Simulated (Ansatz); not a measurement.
## Scan of [AlH2···H···BH2], doublet

Starting geometry:

```xyz
7

Al   -1.0844    0.0000    0.0000
H    -1.8773    1.3734    0.0000
H    -1.8773   -1.3734    0.0000
H     0.5015    0.0000    0.0000
B     2.4566    0.0000    0.0000
H     2.9657    0.0000    1.0770
H     2.9657    0.0000   -1.0770
```

From there H4 is moved from one fragment to the other while all else, the fragments' distance too, stays fixed; atoms are numbered as listed. Energies are in eV, counted from the starting geometry at the same level. Kohn–Sham curves are unrestricted where that lies lower.

Basis cc-pVDZ; Ansatz 0.2.0. Only valence electrons are correlated (noble-gas cores frozen). Prefix R: restricted or restricted open-shell reference; prefix U: unrestricted.

In so small a basis the reference is far from its limit while semilocal and hybrid functionals are nearer theirs (RPA and double hybrids share much of the reference's basis error), so the functionals' errors here hold much of the reference's basis and frozen-core error, which can add to them or hide them.

Full CI isn't at hand for all of this; UCCSDT(Q) serves as the reference, and is uncertain by about the last step of the cluster series.

```csv
distance Al1-H4 (Å),UCCSDT(Q),CAM-B3LYP,wB97M-V,B2PLYP
1.475,0.101,0.119,0.118,0.113
1.586,0.000,0.000,0.000,0.000
1.698,-0.004,-0.023,-0.023,-0.018
1.810,-0.021,-0.052,-0.056,-0.044
1.922,-0.136,-0.163,-0.176,-0.157
2.035,-0.363,-0.375,-0.399,-0.374
2.147,-0.642,-0.635,-0.665,-0.641
2.259,-0.873,-0.852,-0.881,-0.864
2.371,-0.930,-0.900,-0.927,-0.919
```
